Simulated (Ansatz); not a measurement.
in.yaml

```yaml
crystal:
  periodic: [false, false, false]
  atoms:
    - {symbol: Al, position_ang: [0.000000, 0.000000, 1.885345]}
    - {symbol: O, position_ang: [0.000000, 0.000000, -0.467655]}
    - {symbol: H, position_ang: [0.000000, 0.000000, -1.417691]}
basis:
  gaussian: {orbitals: 6-31G}
magnetization: {spin_polarized: false}
correlation: {method: ccsdt_q_b, electrons: valence, diis_vectors: 4}
scf: {lower_state_search: off}
output: {forces: true}
```

```sh
$ ansatz run in.yaml --threads 1 --pin off --events-out ev --progress --plain --max-ram 2393MiB
```

Log:

```
these checks for a lower state are left out or cut short: starts, cluster_reference, orbital_swaps, neighbouring_geometries, increment
433 factors; integrals over basis functions are off by at most 1.6e-7 eV
mean field evaluation 1: about -8629.3897 eV, gradient 4.3e1 eV
mean field evaluation 2: about -8629.3906 eV, gradient 4.3e1 eV
mean field evaluation 4: about -8633.3788 eV, gradient 3.1e0 eV
mean field evaluation 8: about -8633.4178 eV, gradient 1.3e-3 eV
mean field -8633.41780083 eV, -317.2722522397 hartree, gradient 6.5e-6 eV, S^2 0.000000; 0 other end points of the search recorded, 0 dependent functions left out
6 core orbitals not correlated: weight in the atoms' cores, before any rotation towards them, 1.000 or more for the frozen orbitals, at most 0.000 for the correlated occupied ones
reference -8633.41780083 eV, -317.2722522397 hartree; 5, 5 occupied and 13, 13 virtual orbitals, 433 factors
second order -4.37506708 eV of doubles, -0.00000000 eV of singles
cycle   1  -4.35388204 eV  change    2.1e-2 eV  update   1.5e-1
cycle   2  -4.63045076 eV  change   -2.8e-1 eV  update   1.3e-1
cycle   3  -4.84444944 eV  change   -2.1e-1 eV  update   6.3e-2
cycle   4  -4.88214023 eV  change   -3.8e-2 eV  update   3.4e-2
cycle   5  -4.87424551 eV  change    7.9e-3 eV  update   1.6e-2
cycle   6  -4.88187938 eV  change   -7.6e-3 eV  update   1.7e-2
cycle   7  -4.88438181 eV  change   -2.5e-3 eV  update   6.8e-3
cycle   8  -4.88405651 eV  change    3.3e-4 eV  update   1.4e-3
cycle   9  -4.88452833 eV  change   -4.7e-4 eV  update   1.4e-3
cycle  10  -4.88501762 eV  change   -4.9e-4 eV  update   3.7e-4
cycle  11  -4.88487626 eV  change    1.4e-4 eV  update   2.9e-4
cycle  12  -4.88483000 eV  change    4.6e-5 eV  update   8.9e-5
cycle  13  -4.88481030 eV  change    2.0e-5 eV  update   4.9e-5
cycle  14  -4.88476632 eV  change    4.4e-5 eV  update   3.6e-5
cycle  15  -4.88475891 eV  change    7.4e-6 eV  update   2.2e-5
cycle  16  -4.88474951 eV  change    9.4e-6 eV  update   1.3e-5
cycle  17  -4.88474472 eV  change    4.8e-6 eV  update   8.5e-6
cycle  18  -4.88473668 eV  change    8.0e-6 eV  update   6.6e-6
cycle  19  -4.88473645 eV  change    2.3e-7 eV  update   2.7e-6
cycle  20  -4.88473633 eV  change    1.2e-7 eV  update   1.4e-6
cycle  21  -4.88473590 eV  change    4.3e-7 eV  update   6.3e-7
perturbative correction -0.02447298 eV, -0.0008993654 hartree
the calculation of the forces begins
Total energy: -8638.32700971 eV, -317.4526623385 hartree
Atom 0 at     0.000000     0.000000     1.885345 Å, force    -0.000000     0.000000    -3.892069 eV/Å
Atom 1 at     0.000000     0.000000    -0.467655 Å, force     0.000000     0.000000     5.196540 eV/Å
Atom 2 at     0.000000     0.000000    -1.417691 Å, force     0.000000    -0.000000    -1.304471 eV/Å
Dipole moment:     0.000000    -0.000000     0.480405 e Å
Checks for a lower state left out: starts, cluster_reference, orbital_swaps, neighbouring_geometries, increment
```

Forces (eV/Å):
```
Al   0.000  0.000 -3.892
O    0.000  0.000  5.197
H    0.000  0.000 -1.304
```

Ran on 1 thread of Arm Neoverse V1, shared host: 4.5 s wall, 0.15 GiB peak host memory.
